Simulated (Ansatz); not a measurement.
Ansatz (a program for electronic structure) input (PBE0/aug-cc-pVTZ):

Ansatz 0.2 input:
```yaml
crystal:
  periodic: [false, false, false]
  atoms:
    - {symbol: N, position_ang: [0.00073453, -0.00649234, 0.32080948]}
    - {symbol: O, position_ang: [0.02743334, 1.09989995, -0.11821611]}
    - {symbol: O, position_ang: [-0.02807606, -1.09421916, -0.16249219]}
basis:
  gaussian:
    orbitals: aug-cc-pVTZ
hamiltonian:
  xc: {name: PBE0}
magnetization: {spin_polarized: true, initial_magnetization: 1}
accuracy: high
```

Output:

```
Functional definition: PBE0
integrals: 0.29 GiB planned
2058 factors; integrals over basis functions are off by at most 2.4e-9 eV
mean field: 0.78 GiB planned
mean field evaluation 1: about -5574.7065 eV, gradient 2.6e1 eV
mean field evaluation 2: about -5571.3256 eV, gradient 4.3e1 eV
mean field evaluation 4: about -5576.6904 eV, gradient 8.1e-1 eV
mean field evaluation 8: about -5576.8763 eV, gradient 2.9e-2 eV
mean field evaluation 16: about -5576.8763 eV, gradient 1.5e-4 eV
mean field -5576.87630017 eV, -204.9464238888 hartree, gradient 7.8e-8 eV, S^2 0.754354; 0 other end points of the search recorded, 0 dependent functions left out
reference -5576.87630313 eV, -204.9464239973 hartree; 12, 11 occupied and 126, 127 virtual orbitals, 2058 factors
Total energy: -5576.87630313 eV, -204.9464239973 hartree
```
